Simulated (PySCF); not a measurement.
**doublet HO2: levels of theory compared**

Wanted: a comparison of 6 runs (UBHLYP/def2-TZVPPD, UBLYP/def2-TZVPPD, UPBE/def2-TZVPPD, UPBE0/def2-TZVPPD, USVWN5/def2-TZVPPD, UCCSD(T)/def2-TZVPPD) of doublet HO2. Input form: a Python script.

The results are computed with PySCF 2.14.0.

4 further runs of the same task are left out: 4 set aside as unsound or not needed.

**1. The molecule**

HO2: 3 atoms, total charge 0, spin state doublet. SMILES of the parent species: `[O-]O`. The shape is that of a GFN2-xTB optimisation. That shape belongs to the parent species and isn't relaxed for this state.

Bond lengths: O1–O2 1.458 Å, O2–H3 0.963 Å. Angles: O1–O2–H3 100.3°.

**2. A single-point energy at UBHLYP/def2-TZVPPD (run 1)**

File geometry.xyz:

```xyz
3
HO2
O     -0.355040     1.013280    -0.080710
O     -0.244450    -0.436620    -0.180910
H      0.599490    -0.576670     0.261620
```

File job.py:

```python
from pyscf import gto, dft

system = gto.M(
    atom='geometry.xyz',
    verbose=3,
    basis='def2-tzvppd',
    max_memory=1860,
    spin=1,
)

calc0 = dft.UKS(system, xc='bhandhlyp')
calc0.conv_tol = 1e-10
calc0.grids.level = 5
calc0.kernel()
if not calc0.converged:
    calc0 = calc0.newton().run(calc0.mo_coeff, calc0.mo_occ)

etot = calc0.e_tot
print(f'total energy: {etot:.8f} hartree')
```

Started as:

```
$ OMP_NUM_THREADS=1 python job.py
```

Log:

```text
WARN: HOMO -0.320731157855775 >= LUMO -0.320731157855773

converged SCF energy = -150.884845026583  <S^2> = 0.75838003  2S+1 = 2.0083625
total energy: -150.88484503 hartree
```

Wall time 11 s (1 thread of Intel Xeon 6975P-C (Granite Rapids), shared host); peak memory 0.48 GiB.

**3. A single-point energy at UBLYP/def2-TZVPPD (run 2)**

File job.py:

```python
from pyscf import gto, dft

mol = gto.Mole()
mol.atom = [
    ('O', (-0.355040, 1.013280, -0.080710)),
    ('O', (-0.244450, -0.436620, -0.180910)),
    ('H', (0.599490, -0.576670, 0.261620)),
]
mol.max_memory = 1860
mol.spin = 1
mol.basis = 'def2-tzvppd'
mol.charge = 0
mol.verbose = 3
mol.build()

calc0 = dft.UKS(mol, xc='blyp')
calc0.grids.level = 5
calc0.conv_tol = 1e-10
calc0.kernel()
if not calc0.converged:
    calc0 = calc0.newton().run(calc0.mo_coeff, calc0.mo_occ)

energy = calc0.e_tot
print('E = %.10f Eh' % energy)
```

Started as:

```
$ OMP_NUM_THREADS=1 python job.py
```

Log:

```text
WARN: HOMO -0.292013180869921 >= LUMO -0.292013180869919

converged SCF energy = -150.964558930248  <S^2> = 0.75276502  2S+1 = 2.0027631
E = -150.9645589302 Eh
```

It took 8.1 s on 1 thread of Intel Xeon 6975P-C (Granite Rapids), shared host; peak memory 0.48 GiB.

Runs 3 to 4 aren't shown in full; the table further down has their settings and results.

**4. The energy at USVWN5/def2-TZVPPD (run 5)**

File input.py:

```python
from pyscf import gto, dft

mol = gto.M(
    atom=[
    ('O', (-0.355040, 1.013280, -0.080710)),
    ('O', (-0.244450, -0.436620, -0.180910)),
    ('H', (0.599490, -0.576670, 0.261620)),
],
    verbose=3,
    spin=1,
    basis='def2-tzvppd',
    charge=0,
    max_memory=1860,
)

mf = dft.UKS(mol)
mf.xc = 'svwn'
mf.grids.level = 5
mf.conv_tol = 1e-10
mf.kernel()
if not mf.converged:
    mf = mf.newton().run(mf.mo_coeff, mf.mo_occ)

e_tot = mf.e_tot
print('E(%s) = %.9f' % ('SVWN5', e_tot))
```

Started as:

```
$ OMP_NUM_THREADS=1 python input.py
```

Log:

```text
converged SCF energy = -149.893489823214  <S^2> = 0.75220999  2S+1 = 2.0022088
E(SVWN5) = -149.893489823
```

Run time: 4.5 s. Hardware: 1 thread of Intel Xeon 6975P-C (Granite Rapids), shared host; peak memory 0.33 GiB.

**5. The energy at UCCSD(T)/def2-TZVPPD (run 6)**

File input.xyz:

```xyz
3

O     -0.355040     1.013280    -0.080710
O     -0.244450    -0.436620    -0.180910
H      0.599490    -0.576670     0.261620
```

File input.py:

```python
from pyscf import gto, cc

mol = gto.Mole()
mol.atom = 'input.xyz'
mol.verbose = 3
mol.max_memory = 1860
mol.basis = 'def2-tzvppd'
mol.spin = 1
mol.build()

hf = mol.UHF()
hf.conv_tol = 1e-10
hf.kernel()
if not hf.converged:
    hf = hf.newton().run(hf.mo_coeff, hf.mo_occ)

mycc = cc.CCSD(hf, frozen=2)
mycc.kernel()
e_t = mycc.ccsd_t()
e_tot = mycc.e_tot + e_t
print(f'total energy: {e_tot:.8f} hartree')
```

Started as:

```
$ OMP_NUM_THREADS=1 python input.py
```

Log:

```text
converged SCF energy = -150.231875560704  <S^2> = 0.80975049  2S+1 = 2.0588837
E(UCCSD) = -150.6957437812221  E_corr = -0.4638682205185569
UCCSD(T) correction = -0.019231194700875
total energy: -150.71497498 hartree
```

Wall time 57 s (1 thread of Intel Xeon 6975P-C (Granite Rapids), shared host); peak memory 3.7 GiB.

**6. The series**

```csv
run,level,integration grid,frozen core orbitals,energy (Eh),dipole moment (D) of the reference,HOMO energy (eV),LUMO energy (eV),wall time
1,UBHLYP/def2-TZVPPD,5,–,-150.884845,1.91,-10.90,-2.14,11 s
2,UBLYP/def2-TZVPPD,5,–,-150.964559,2.09,-6.74,-5.44,8.1 s
3,UPBE/def2-TZVPPD,5,–,-150.823586,2.09,-6.74,-5.45,8.1 s
4,UPBE0/def2-TZVPPD,5,–,-150.806495,1.98,-8.82,-3.81,9.6 s
5,USVWN5/def2-TZVPPD,5,–,-149.893490,2.19,-6.77,-5.94,4.5 s
6,UCCSD(T)/def2-TZVPPD,–,2,-150.714975,1.85,-13.89,1.89,57 s
```

**7. What came out**

```
                                                         quantity          value
                                              run 6: total energy  -150.71497 Eh
                      run 6: dipole moment (Hartree–Fock density)         1.85 D
run 6: HOMO energy (Hartree–Fock orbitals) (highest over α and β)      -13.89 eV
 run 6: LUMO energy (Hartree–Fock orbitals) (lowest over α and β)        1.89 eV
               run 6: correlation energy (2 core orbitals frozen)     -483.1 mEh
                                            run 6: (T) correction     -19.23 mEh
                         run 6: ⟨S²⟩ of the reference determinant          0.810
                                             run 6: T1 diagnostic          0.046
```

Over runs 1, 2, 3, 4, 5 the dipole moment (its size) runs from 1.91 D (UBHLYP/def2-TZVPPD) to 2.19 D (USVWN5/def2-TZVPPD). Totals of different functionals can't be ranked against each other. All runs together took 99 s, the longest 57 s.
